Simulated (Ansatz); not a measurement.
This geometry of C$_{2}$HO$_{2}$ (5 atoms, charge -1, multiplicity 1) is a first-order saddle point.

The calculation used RKS PBE-D4/def2-SVP in Ansatz 0.2.0.

```xyz
5
Properties=species:S:1:pos:R:3
O 0.449 -1.888 1.165
C 0.168 -0.796 0.652
C -0.419 0.280 0.249
O -0.168 1.387 -0.585
H -0.031 1.018 -1.481
```

Task: Which two structures does it join? (They come from a converged band through this point; their orientation in space is the band's.)

Result: No bond is made or broken. The dihedral C2–C3–O4–H5 goes from 1 to -180°.

Image 0:

```xyz
5
Properties=species:S:1:pos:R:3
O 0.424 -1.873 1.100
C 0.112 -0.766 0.636
C -0.315 0.423 0.389
O -0.327 1.333 -0.687
H 0.106 0.883 -1.439
```

Image 6:

```xyz
5
Properties=species:S:1:pos:R:3
O 0.393 -1.936 1.285
C 0.190 -0.923 0.605
C 0.106 -0.019 -0.314
O -0.428 1.299 -0.331
H -0.262 1.579 -1.244
```

Task: How far does it lie above each of them?

Result: 0.008 eV above the first and 0.076 eV above the second. This is the barrier of this one path; another mechanism may lie lower. Limits of this set-up: an anion without diffuse functions, the dipole of an ion depends on the origin.

The run took 82 s on 1 thread of Arm Neoverse V2 (shared host), peak memory 0.099 GiB.
